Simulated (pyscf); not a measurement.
A first-order saddle from PySCF, ωB97X-D3(BJ)/def2-SVP:

```xyz
7

H     -0.8833     1.0617    -0.3959
O      0.5341     1.6121    -0.1986
Si     0.5454     0.1927     0.4895
O     -1.2856     0.1212    -0.0351
H      1.1337    -1.0104    -0.1652
H      0.5207     0.0060     1.9619
H     -1.5231    -0.4517    -0.7797
```
Charge 0, spin multiplicity 1.

Surface: singlet, charge 0. Lowest wavenumbers (cm⁻¹): 679i, 456, 480, 525, 681.

Problem. Name the species on either side of this saddle.

Solution. `[OH][SiH2][OH]` <-> `[OH2]` + `[O]=[SiH2]`, an elimination read from left to right: H–O, O–Si broken and H–O formed. At CCSD(T)/def2-TZVPP + ΔMP2(QZVPP) it lies +54.5 kcal/mol from the left side and -16.6 kcal/mol from the right (each side as separated species at their lowest minima found). On the product side the descent ends in an adduct with a O–Si contact, 22.0 kcal/mol under the separated species and 2.1 kcal/mol under the saddle at ωB97X-D3(BJ)/def2-TZVP. At CCSD(T) the saddle lies under the separated products, which points to a path from their complex (located at ωB97X-D3(BJ) alone), and parting the products costs more than the saddle. What is counted as broken (O–Si) persists as a longer contact in the product adduct; parting that adduct is a step of its own. This is the saddle that the search found; another between the same sides may lie lower. The CCSD(T) − MP2 part came from Ansatz, without density fitting, on the same reference.
